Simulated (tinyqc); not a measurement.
UKS/LDA (PW92) in the sto-3g basis, for NH, spin multiplicity 3, step by step (part 1 of 2). Computed by tinyqc, a small Python program that keeps every step (integrals from PySCF). Settings: charge = 0, multiplicity = 3, basis = sto-3g, energy threshold = 1e-08, iteration cap = 86, orthogonalisation = symmetric, start = Wolfsberg-Helmholz matrix, DIIS depth = 8, DIIS from iteration = 3, method = UKS, functional = lda,pw, grid = [30, 86]. Command: `OMP_NUM_THREADS=1 python tinyqc.py 31973 31974 out.jsonl` (the two numbers bound the seeds that draw the settings). One thread of a shared host (Intel(R) Xeon(R) Processor @ 2.60GHz), about 0.9 s of CPU time with the checks. Later iterations appear only in the table of the cycle.

## One-electron integrals

Geometry (angstrom):
```
atom,x,y,z
N,0.000000,0.000000,0.000000
H,0.000000,0.000000,1.664000
```

Basis sto-3g: exponents (1/bohr^2) and contraction coefficients of normalised primitives:
```
element,l (shell),exponent,coefficient
N,s (1),99.106169,0.154329
N,s (1),18.052312,0.535328
N,s (1),4.885660,0.444635
N,s (2),3.780456,-0.099967
N,s (2),0.878497,0.399513
N,s (2),0.285714,0.700115
N,p (3),3.780456,0.155916
N,p (3),0.878497,0.607684
N,p (3),0.285714,0.391957
H,s (1),3.425251,0.154329
H,s (1),0.623914,0.535328
H,s (1),0.168855,0.444635
```

Overlap, kinetic and nuclear-attraction integrals over the contracted functions; the nuclear repulsion is the sum of Za Zb / Rab.

nuclear repulsion = 2.22610606 hartree

overlap S:
```
,1N 1s,1N 2s,1N 2px,1N 2py,1N 2pz,2H 1s
1N 1s,1.000000,0.235038,0.000000,0.000000,0.000000,0.013283
1N 2s,0.235038,1.000000,0.000000,0.000000,0.000000,0.185797
1N 2px,0.000000,0.000000,1.000000,0.000000,0.000000,0.000000
1N 2py,0.000000,0.000000,0.000000,1.000000,0.000000,0.000000
1N 2pz,0.000000,0.000000,0.000000,0.000000,1.000000,0.203779
2H 1s,0.013283,0.185797,0.000000,0.000000,0.203779,1.000000
```

kinetic energy T (hartree):
```
,1N 1s,1N 2s,1N 2px,1N 2py,1N 2pz,2H 1s
1N 1s,21.990753,-0.128416,0.000000,0.000000,0.000000,-0.003670
1N 2s,-0.128416,0.606994,0.000000,0.000000,0.000000,-0.007767
1N 2px,0.000000,0.000000,1.899358,0.000000,0.000000,0.000000
1N 2py,0.000000,0.000000,0.000000,1.899358,0.000000,0.000000
1N 2pz,0.000000,0.000000,0.000000,0.000000,1.899358,0.028409
2H 1s,-0.003670,-0.007767,0.000000,0.000000,0.028409,0.760032
```

nuclear attraction V (hartree):
```
,1N 1s,1N 2s,1N 2px,1N 2py,1N 2pz,2H 1s
1N 1s,-46.503979,-5.507692,0.000000,0.000000,-0.005859,-0.317946
1N 2s,-5.507692,-7.182266,0.000000,0.000000,-0.074554,-0.924850
1N 2px,0.000000,0.000000,-7.114720,0.000000,0.000000,0.000000
1N 2py,0.000000,0.000000,0.000000,-7.114720,0.000000,0.000000
1N 2pz,-0.005859,-0.074554,0.000000,0.000000,-7.152286,-0.891252
2H 1s,-0.317946,-0.924850,0.000000,0.000000,-0.891252,-3.448366
```

core Hamiltonian H = T + V (hartree):
```
,1N 1s,1N 2s,1N 2px,1N 2py,1N 2pz,2H 1s
1N 1s,-24.513226,-5.636108,0.000000,0.000000,-0.005859,-0.321616
1N 2s,-5.636108,-6.575272,0.000000,0.000000,-0.074554,-0.932617
1N 2px,0.000000,0.000000,-5.215362,0.000000,0.000000,0.000000
1N 2py,0.000000,0.000000,0.000000,-5.215362,0.000000,0.000000
1N 2pz,-0.005859,-0.074554,0.000000,0.000000,-5.252928,-0.862843
2H 1s,-0.321616,-0.932617,0.000000,0.000000,-0.862843,-2.688334
```

## Two-electron integrals

Functions are numbered as in S; the eight-fold symmetry (ij|kl) = (ji|kl) = (kl|ij) leaves the list below.

Two-electron integrals (ij|kl) in chemists' order, unique and non-zero (hartree):
```
i,j,k,l,(ij|kl)
1,1,1,1,4.166630
2,1,1,1,0.640849
2,1,2,1,0.117461
2,2,1,1,0.969864
2,2,2,1,0.220936
2,2,2,2,0.708245
3,1,3,1,0.020960
3,2,3,1,0.032452
3,2,3,2,0.156449
3,3,1,1,0.967124
3,3,2,1,0.220977
3,3,2,2,0.708086
3,3,3,3,0.762805
4,1,4,1,0.020960
4,2,4,1,0.032452
4,2,4,2,0.156449
4,3,4,3,0.041119
4,4,1,1,0.967124
4,4,2,1,0.220977
4,4,2,2,0.708086
4,4,3,3,0.680568
4,4,4,4,0.762805
5,1,5,1,0.020960
5,2,5,1,0.032452
5,2,5,2,0.156449
5,3,5,3,0.041119
5,4,5,4,0.041119
5,5,1,1,0.967124
5,5,2,1,0.220977
5,5,2,2,0.708086
5,5,3,3,0.680568
5,5,4,4,0.680568
5,5,5,5,0.762805
6,1,1,1,0.036572
6,1,2,1,0.006656
6,1,2,2,0.012472
6,1,3,3,0.012449
6,1,4,4,0.012449
6,1,5,1,0.000321
6,1,5,2,0.000612
6,1,5,5,0.012522
6,1,6,1,0.000383
6,2,1,1,0.116015
6,2,2,1,0.026874
6,2,2,2,0.099067
6,2,3,3,0.096950
6,2,4,4,0.096950
6,2,5,1,0.002188
6,2,5,2,0.018838
6,2,5,5,0.103196
6,2,6,1,0.001564
6,2,6,2,0.020308
6,3,3,1,0.002373
6,3,3,2,0.014900
6,3,5,3,0.003533
6,3,6,3,0.002282
6,4,4,1,0.002373
6,4,4,2,0.014900
6,4,5,4,0.003533
6,4,6,4,0.002282
6,5,1,1,0.105767
6,5,2,1,0.024762
6,5,2,2,0.097180
6,5,3,3,0.092992
6,5,4,4,0.092992
6,5,5,1,0.003984
6,5,5,2,0.030984
6,5,5,5,0.105442
6,5,6,1,0.001482
6,5,6,2,0.023878
6,5,6,5,0.029929
6,6,1,1,0.317355
6,6,2,1,0.074566
6,6,2,2,0.315017
6,6,3,3,0.304205
6,6,4,4,0.304205
6,6,5,1,0.005744
6,6,5,2,0.070432
6,6,5,5,0.336375
6,6,6,1,0.004338
6,6,6,2,0.092652
6,6,6,5,0.122450
6,6,6,6,0.774606
```

## Orthogonalisation

S = U s U^T; symmetric (Loewdin) form X = U s^(-1/2) U^T, so that X^T S X = 1.

eigenvalues of S: 0.673910  0.849343  1.000000  1.000000  1.137738  1.339009

X:
```
,1N 1s,1N 2s,1N 2px,1N 2py,1N 2pz,2H 1s
1N 1s,1.021856,-0.123620,0.000000,0.000000,-0.001975,0.010858
1N 2s,-0.123620,1.036086,0.000000,0.000000,0.015466,-0.099922
1N 2px,0.000000,0.000000,1.000000,0.000000,0.000000,0.000000
1N 2py,0.000000,0.000000,0.000000,1.000000,0.000000,0.000000
1N 2pz,-0.001975,0.015466,0.000000,0.000000,1.016503,-0.107093
2H 1s,0.010858,-0.099922,0.000000,0.000000,-0.107093,1.030476
```

## Starting guess

The start is the generalised Wolfsberg-Helmholz matrix (K = 1.75) built on H; D(s) = C_occ C_occ^T for each spin.

D(alpha) at the start:
```
,1N 1s,1N 2s,1N 2px,1N 2py,1N 2pz,2H 1s
1N 1s,1.053004,-0.226420,0.000000,0.000000,0.018614,-0.048098
1N 2s,-0.226420,0.970477,0.000000,0.000000,-0.070869,0.156792
1N 2px,0.000000,0.000000,1.000000,0.000000,0.000000,0.000000
1N 2py,0.000000,0.000000,0.000000,1.000000,0.000000,0.000000
1N 2pz,0.018614,-0.070869,0.000000,0.000000,0.944637,0.102907
2H 1s,-0.048098,0.156792,0.000000,0.000000,0.102907,0.039390
```

D(beta) at the start:
```
,1N 1s,1N 2s,1N 2px,1N 2py,1N 2pz,2H 1s
1N 1s,1.053004,-0.226420,0.000000,0.000000,0.018614,-0.048098
1N 2s,-0.226420,0.970477,0.000000,0.000000,-0.070869,0.156792
1N 2px,0.000000,0.000000,0.000000,0.000000,0.000000,0.000000
1N 2py,0.000000,0.000000,0.000000,0.000000,0.000000,0.000000
1N 2pz,0.018614,-0.070869,0.000000,0.000000,0.944637,0.102907
2H 1s,-0.048098,0.156792,0.000000,0.000000,0.102907,0.039390
```

## Iteration 1: exchange-correlation on the grid

Becke grid with 30 radial and 86 angular points per atom, points of zero weight dropped. rho = sum D_ij phi_i phi_j; V_xc,ij = sum w v_xc phi_i phi_j; v_xc is d(rho eps)/d rho(s) for spin s.

The 16 grid points with the largest w rho, of 5155 (bohr, atomic units):
```
x,y,z,w,rho(alpha),rho(beta),eps_xc,v_xc(alpha)
0.000000,0.000000,-1.211479,0.048980,0.159865,0.159865,-0.567062,-0.743211
0.000000,0.453388,-1.123441,0.050118,0.160097,0.143492,-0.558280,-0.740898
0.453388,0.000000,-1.123441,0.050118,0.160097,0.143492,-0.558280,-0.740898
-0.453388,0.000000,-1.123441,0.050118,0.160097,0.143492,-0.558280,-0.740898
0.000000,-0.453388,-1.123441,0.050118,0.160097,0.143492,-0.558280,-0.740898
0.000000,0.000000,-1.457732,0.081079,0.089595,0.089595,-0.473967,-0.620322
0.000000,0.545546,-1.351800,0.082963,0.089734,0.080317,-0.466588,-0.618096
0.545546,0.000000,-1.351800,0.082963,0.089734,0.080317,-0.466588,-0.618096
-0.545546,0.000000,-1.351800,0.082963,0.089734,0.080317,-0.466588,-0.618096
0.000000,-0.545546,-1.351800,0.082963,0.089734,0.080317,-0.466588,-0.618096
0.000000,0.000000,-0.996599,0.028844,0.242725,0.242725,-0.645785,-0.847247
0.000000,0.000000,1.211479,0.046574,0.150096,0.150096,-0.556067,-0.728689
0.000000,-0.453388,1.123441,0.048489,0.149818,0.133213,-0.546301,-0.725448
-0.453388,0.000000,1.123441,0.048489,0.149818,0.133213,-0.546301,-0.725448
0.453388,0.000000,1.123441,0.048489,0.149818,0.133213,-0.546301,-0.725448
0.000000,0.453388,1.123441,0.048489,0.149818,0.133213,-0.546301,-0.725448
```

electrons on the grid, sum of w rho = 8.000022

E_xc = sum of w rho eps_xc = -6.92986524 hartree

V_xc(alpha) (hartree):
```
,1N 1s,1N 2s,1N 2px,1N 2py,1N 2pz,2H 1s
1N 1s,-2.560420,-0.368998,0.000000,0.000000,0.000799,-0.021158
1N 2s,-0.368998,-0.714635,0.000000,0.000000,0.003605,-0.088205
1N 2px,0.000000,0.000000,-0.707586,0.000000,0.000000,0.000000
1N 2py,0.000000,0.000000,0.000000,-0.707586,0.000000,0.000000
1N 2pz,0.000799,0.003605,0.000000,0.000000,-0.716356,-0.082723
2H 1s,-0.021158,-0.088205,0.000000,0.000000,-0.082723,-0.252224
```

V_xc(beta) (hartree):
```
,1N 1s,1N 2s,1N 2px,1N 2py,1N 2pz,2H 1s
1N 1s,-2.530658,-0.346906,0.000000,0.000000,0.000997,-0.019982
1N 2s,-0.346906,-0.604524,0.000000,0.000000,0.004794,-0.079134
1N 2px,0.000000,0.000000,-0.572415,0.000000,0.000000,0.000000
1N 2py,0.000000,0.000000,0.000000,-0.572415,0.000000,0.000000
1N 2pz,0.000997,0.004794,0.000000,0.000000,-0.655528,-0.078379
2H 1s,-0.019982,-0.079134,0.000000,0.000000,-0.078379,-0.249889
```

## Iteration 1: building the Kohn-Sham matrix

J_ij = sum D_kl (ij|kl) with D = D(alpha) + D(beta); F = H + J + V_xc; E = tr D H + tr D J / 2 + E_xc + E_nn.

Coulomb J (hartree):
```
,1N 1s,1N 2s,1N 2px,1N 2py,1N 2pz,2H 1s
1N 1s,13.972689,2.563160,0.000000,0.000000,-0.004236,0.145465
1N 2s,2.563160,6.095609,0.000000,0.000000,-0.011934,0.825525
1N 2px,0.000000,0.000000,6.060802,0.000000,0.000000,0.000000
1N 2py,0.000000,0.000000,0.000000,6.060802,0.000000,0.000000
1N 2pz,-0.004236,-0.011934,0.000000,0.000000,6.145496,0.802305
2H 1s,0.145465,0.825525,0.000000,0.000000,0.802305,2.605331
```

F(alpha) (hartree):
```
,1N 1s,1N 2s,1N 2px,1N 2py,1N 2pz,2H 1s
1N 1s,-13.100957,-3.441946,0.000000,0.000000,-0.009296,-0.197310
1N 2s,-3.441946,-1.194298,0.000000,0.000000,-0.082883,-0.195297
1N 2px,0.000000,0.000000,0.137854,0.000000,0.000000,0.000000
1N 2py,0.000000,0.000000,0.000000,0.137854,0.000000,0.000000
1N 2pz,-0.009296,-0.082883,0.000000,0.000000,0.176212,-0.143262
2H 1s,-0.197310,-0.195297,0.000000,0.000000,-0.143262,-0.335228
```

F(beta) (hartree):
```
,1N 1s,1N 2s,1N 2px,1N 2py,1N 2pz,2H 1s
1N 1s,-13.071195,-3.419855,0.000000,0.000000,-0.009098,-0.196133
1N 2s,-3.419855,-1.084186,0.000000,0.000000,-0.081694,-0.186226
1N 2px,0.000000,0.000000,0.273026,0.000000,0.000000,0.000000
1N 2py,0.000000,0.000000,0.000000,0.273026,0.000000,0.000000
1N 2pz,-0.009098,-0.081694,0.000000,0.000000,0.237040,-0.138918
2H 1s,-0.196133,-0.186226,0.000000,0.000000,-0.138918,-0.332893
```

total energy of this density = -53.56237486 hartree

## Iteration 1: diagonalisation and new density

Diagonalise F' = X^T F X, C = X C', fill 5 alpha and 3 beta electrons from the bottom; D(s) = C_occ C_occ^T. Each column has its largest component positive (the first on a tie).

F' = X^T F X (alpha) (hartree):
```
,1,2,3,4,5,6
1,-12.832440,-1.872498,0.000000,0.000000,-0.008344,0.009902
2,-1.872498,-0.570479,0.000000,0.000000,-0.061562,-0.085512
3,0.000000,0.000000,0.137854,0.000000,0.000000,0.000000
4,0.000000,0.000000,0.000000,0.137854,0.000000,0.000000
5,-0.008344,-0.061562,0.000000,0.000000,0.207291,-0.129146
6,0.009902,-0.085512,0.000000,0.000000,-0.129146,-0.294280
```

orbital energies (alpha) (hartree): MO1 -13.112035, MO2 -0.408348, MO3 -0.210895, MO4 0.137854, MO5 0.137854, MO6 0.241370

coefficients C (alpha):
```
,MO1,MO2,MO3,MO4,MO5,MO6
1N 1s,0.992396,-0.169416,-0.214091,0.000000,0.000000,0.014387
1N 2s,0.030735,0.604032,0.855377,0.000000,0.000000,-0.038853
1N 2px,0.000000,0.000000,0.000000,-0.019410,0.999812,0.000000
1N 2py,0.000000,0.000000,0.000000,0.999812,0.019410,0.000000
1N 2pz,0.001631,0.151395,-0.011142,0.000000,0.000000,1.010912
2H 1s,-0.003915,0.666302,-0.730105,0.000000,0.000000,-0.326228
```

F' = X^T F X (beta) (hartree):
```
,1,2,3,4,5,6
1,-12.805259,-1.866546,0.000000,0.000000,-0.008287,0.009400
2,-1.866546,-0.459268,0.000000,0.000000,-0.059122,-0.087162
3,0.000000,0.000000,0.273026,0.000000,0.000000,0.000000
4,0.000000,0.000000,0.000000,0.273026,0.000000,0.000000
5,-0.008287,-0.059122,0.000000,0.000000,0.269256,-0.131471
6,0.009400,-0.087162,0.000000,0.000000,-0.131471,-0.292824
```

orbital energies (beta) (hartree): MO1 -13.081306, MO2 -0.373117, MO3 -0.135078, MO4 0.273026, MO5 0.273026, MO6 0.301407

coefficients C (beta):
```
,MO1,MO2,MO3,MO4,MO5,MO6
1N 1s,0.992776,-0.117220,-0.244935,0.000000,0.000000,0.015989
1N 2s,0.029277,0.399492,0.967671,0.000000,0.000000,-0.046281
1N 2px,0.000000,0.000000,0.000000,-0.052215,0.998636,0.000000
1N 2py,0.000000,0.000000,0.000000,0.998636,0.052215,0.000000
1N 2pz,0.001564,0.135872,0.036402,0.000000,0.000000,1.012523
2H 1s,-0.003721,0.816317,-0.568078,0.000000,0.000000,-0.307168
```

D(alpha) after iteration 1:
```
,1N 1s,1N 2s,1N 2px,1N 2py,1N 2pz,2H 1s
1N 1s,1.059387,-0.254960,0.000000,0.000000,-0.021645,0.039541
1N 2s,-0.254960,1.097470,0.000000,0.000000,0.081967,-0.222168
1N 2px,0.000000,0.000000,1.000000,0.000000,0.000000,0.000000
1N 2py,0.000000,0.000000,0.000000,1.000000,0.000000,0.000000
1N 2pz,-0.021645,0.081967,0.000000,0.000000,0.023047,0.109003
2H 1s,0.039541,-0.222168,0.000000,0.000000,0.109003,0.977027
```

D(beta) after iteration 1:
```
,1N 1s,1N 2s,1N 2px,1N 2py,1N 2pz,2H 1s
1N 1s,1.059338,-0.254779,0.000000,0.000000,-0.023291,0.039759
1N 2s,-0.254779,1.096838,0.000000,0.000000,0.089551,-0.223709
1N 2px,0.000000,0.000000,0.000000,0.000000,0.000000,0.000000
1N 2py,0.000000,0.000000,0.000000,0.000000,0.000000,0.000000
1N 2pz,-0.023291,0.089551,0.000000,0.000000,0.019789,0.090230
2H 1s,0.039759,-0.223709,0.000000,0.000000,0.090230,0.989099
```

Within a degenerate level the vectors are fixed only up to a rotation; this is one choice.

## Iteration 2: exchange-correlation on the grid

As before.

The 16 grid points with the largest w rho, of 5155 (bohr, atomic units):
```
x,y,z,w,rho(alpha),rho(beta),eps_xc,v_xc(alpha)
-0.841195,-0.841195,0.229046,0.050379,0.158810,0.044600,-0.517761,-0.719698
0.841195,-0.841195,0.229046,0.050379,0.158810,0.044600,-0.517761,-0.719698
-0.841195,0.841195,0.229046,0.050379,0.158810,0.044600,-0.517761,-0.719698
0.841195,0.841195,0.229046,0.050379,0.158810,0.044600,-0.517761,-0.719698
-0.453388,-1.123441,0.000000,0.050116,0.160826,0.042236,-0.519574,-0.721845
0.453388,-1.123441,0.000000,0.050116,0.160826,0.042236,-0.519574,-0.721845
-1.123441,-0.453388,0.000000,0.050116,0.160826,0.042236,-0.519574,-0.721845
1.123441,-0.453388,0.000000,0.050116,0.160826,0.042236,-0.519574,-0.721845
-1.123441,0.453388,0.000000,0.050116,0.160826,0.042236,-0.519574,-0.721845
1.123441,0.453388,0.000000,0.050116,0.160826,0.042236,-0.519574,-0.721845
-0.453388,1.123441,0.000000,0.050116,0.160826,0.042236,-0.519574,-0.721845
0.453388,1.123441,0.000000,0.050116,0.160826,0.042236,-0.519574,-0.721845
0.000000,-1.211479,0.000000,0.048978,0.160826,0.042236,-0.519574,-0.721845
-1.211479,0.000000,0.000000,0.048978,0.160826,0.042236,-0.519574,-0.721845
1.211479,0.000000,0.000000,0.048978,0.160826,0.042236,-0.519574,-0.721845
0.000000,1.211479,0.000000,0.048978,0.160826,0.042236,-0.519574,-0.721845
```

electrons on the grid, sum of w rho = 8.000142

E_xc = sum of w rho eps_xc = -6.57251752 hartree

V_xc(alpha) (hartree):
```
,1N 1s,1N 2s,1N 2px,1N 2py,1N 2pz,2H 1s
1N 1s,-2.547319,-0.357828,0.000000,0.000000,-0.001866,-0.020549
1N 2s,-0.357828,-0.657634,0.000000,0.000000,-0.020236,-0.093044
1N 2px,0.000000,0.000000,-0.676086,0.000000,0.000000,0.000000
1N 2py,0.000000,0.000000,0.000000,-0.676086,0.000000,0.000000
1N 2pz,-0.001866,-0.020236,0.000000,0.000000,-0.607862,-0.095754
2H 1s,-0.020549,-0.093044,0.000000,0.000000,-0.095754,-0.507668
```

V_xc(beta) (hartree):
```
,1N 1s,1N 2s,1N 2px,1N 2py,1N 2pz,2H 1s
1N 1s,-2.515553,-0.333229,0.000000,0.000000,-0.002629,-0.019250
1N 2s,-0.333229,-0.532126,0.000000,0.000000,-0.026210,-0.082885
1N 2px,0.000000,0.000000,-0.528630,0.000000,0.000000,0.000000
1N 2py,0.000000,0.000000,0.000000,-0.528630,0.000000,0.000000
1N 2pz,-0.002629,-0.026210,0.000000,0.000000,-0.525305,-0.090800
2H 1s,-0.019250,-0.082885,0.000000,0.000000,-0.090800,-0.506327
```

## Iteration 2: building the Kohn-Sham matrix

As before.

Coulomb J (hartree):
```
,1N 1s,1N 2s,1N 2px,1N 2py,1N 2pz,2H 1s
1N 1s,12.846915,2.307819,0.000000,0.000000,0.020228,0.131469
1N 2s,2.307819,5.401971,0.000000,0.000000,0.184873,0.814192
1N 2px,0.000000,0.000000,5.400751,0.000000,0.000000,0.000000
1N 2py,0.000000,0.000000,0.000000,5.400751,0.000000,0.000000
1N 2pz,0.020228,0.184873,0.000000,0.000000,5.384688,0.844482
2H 1s,0.131469,0.814192,0.000000,0.000000,0.844482,3.423909
```

F(alpha) (hartree):
```
,1N 1s,1N 2s,1N 2px,1N 2py,1N 2pz,2H 1s
1N 1s,-14.213630,-3.686117,0.000000,0.000000,0.012503,-0.210695
1N 2s,-3.686117,-1.830935,0.000000,0.000000,0.090084,-0.211469
1N 2px,0.000000,0.000000,-0.490697,0.000000,0.000000,0.000000
1N 2py,0.000000,0.000000,0.000000,-0.490697,0.000000,0.000000
1N 2pz,0.012503,0.090084,0.000000,0.000000,-0.476102,-0.114116
2H 1s,-0.210695,-0.211469,0.000000,0.000000,-0.114116,0.227907
```

F(beta) (hartree):
```
,1N 1s,1N 2s,1N 2px,1N 2py,1N 2pz,2H 1s
1N 1s,-14.181863,-3.661518,0.000000,0.000000,0.011740,-0.209397
1N 2s,-3.661518,-1.705427,0.000000,0.000000,0.084109,-0.201309
1N 2px,0.000000,0.000000,-0.343241,0.000000,0.000000,0.000000
1N 2py,0.000000,0.000000,0.000000,-0.343241,0.000000,0.000000
1N 2pz,0.011740,0.084109,0.000000,0.000000,-0.393545,-0.109162
2H 1s,-0.209397,-0.201309,0.000000,0.000000,-0.109162,0.229248
```

total energy of this density = -53.40663151 hartree

## Iteration 2: diagonalisation and new density

As before.

F' = X^T F X (alpha) (hartree):
```
,1,2,3,4,5,6
1,-13.942517,-1.912556,0.000000,0.000000,-0.005665,0.008941
2,-1.912556,-1.194495,0.000000,0.000000,0.102800,-0.114874
3,0.000000,0.000000,-0.490697,0.000000,0.000000,0.000000
4,0.000000,0.000000,0.000000,-0.490697,0.000000,0.000000
5,-0.005665,0.102800,0.000000,0.000000,-0.461361,-0.106495
6,0.008941,-0.114874,0.000000,0.000000,-0.106495,0.290511
```

orbital energies (alpha) (hartree): MO1 -14.223281, MO2 -0.942624, MO3 -0.490697, MO4 -0.490697, MO5 -0.460655, MO6 0.318698

coefficients C (alpha):
```
,MO1,MO2,MO3,MO4,MO5,MO6
1N 1s,0.993071,-0.263906,0.000000,0.000000,-0.047689,0.038518
1N 2s,0.028116,1.010259,0.000000,0.000000,0.183963,-0.209104
1N 2px,0.000000,0.000000,0.596694,0.802469,0.000000,0.000000
1N 2py,0.000000,0.000000,0.802469,-0.596694,0.000000,0.000000
1N 2pz,-0.000450,-0.187869,0.000000,0.000000,0.971324,-0.257345
2H 1s,-0.003147,-0.000809,0.000000,0.000000,0.048020,1.039777
```

F' = X^T F X (beta) (hartree):
```
,1,2,3,4,5,6
1,-13.913642,-1.906110,0.000000,0.000000,-0.005734,0.008381
2,-1.906110,-1.067823,0.000000,0.000000,0.098199,-0.116029
3,0.000000,0.000000,-0.343241,0.000000,0.000000,0.000000
4,0.000000,0.000000,0.000000,-0.343241,0.000000,0.000000
5,-0.005734,0.098199,0.000000,0.000000,-0.377310,-0.109696
6,0.008381,-0.116029,0.000000,0.000000,-0.109696,0.290803
```

orbital energies (beta) (hartree): MO1 -14.190520, MO2 -0.820399, MO3 -0.380704, MO4 -0.343241, MO5 -0.343241, MO6 0.323652

coefficients C (beta):
```
,MO1,MO2,MO3,MO4,MO5,MO6
1N 1s,0.993479,-0.261968,-0.047161,0.000000,0.000000,0.041738
1N 2s,0.026538,1.007995,0.181213,0.000000,0.000000,-0.222225
1N 2px,0.000000,0.000000,0.000000,0.008554,0.999963,0.000000
1N 2py,0.000000,0.000000,0.000000,0.999963,-0.008554,0.000000
1N 2pz,-0.000410,-0.192507,0.964443,0.000000,0.000000,-0.278895
2H 1s,-0.002962,0.008041,0.072931,0.000000,0.000000,1.038296
```

D(alpha) after iteration 2:
```
,1N 1s,1N 2s,1N 2px,1N 2py,1N 2pz,2H 1s
1N 1s,1.058110,-0.247465,0.000000,0.000000,0.002811,-0.005202
1N 2s,-0.247465,1.055255,0.000000,0.000000,-0.011122,0.007928
1N 2px,0.000000,0.000000,1.000000,0.000000,0.000000,0.000000
1N 2py,0.000000,0.000000,0.000000,1.000000,0.000000,0.000000
1N 2pz,0.002811,-0.011122,0.000000,0.000000,0.978765,0.046796
2H 1s,-0.005202,0.007928,0.000000,0.000000,0.046796,0.002316
```

D(beta) after iteration 2:
```
,1N 1s,1N 2s,1N 2px,1N 2py,1N 2pz,2H 1s
1N 1s,1.057852,-0.246244,0.000000,0.000000,0.004539,-0.008489
1N 2s,-0.246244,1.049596,0.000000,0.000000,-0.019287,0.021243
1N 2px,0.000000,0.000000,0.000000,0.000000,0.000000,0.000000
1N 2py,0.000000,0.000000,0.000000,0.000000,0.000000,0.000000
1N 2pz,0.004539,-0.019287,0.000000,0.000000,0.967209,0.068791
2H 1s,-0.008489,0.021243,0.000000,0.000000,0.068791,0.005392
```

Within a degenerate level the vectors are fixed only up to a rotation; this is one choice.
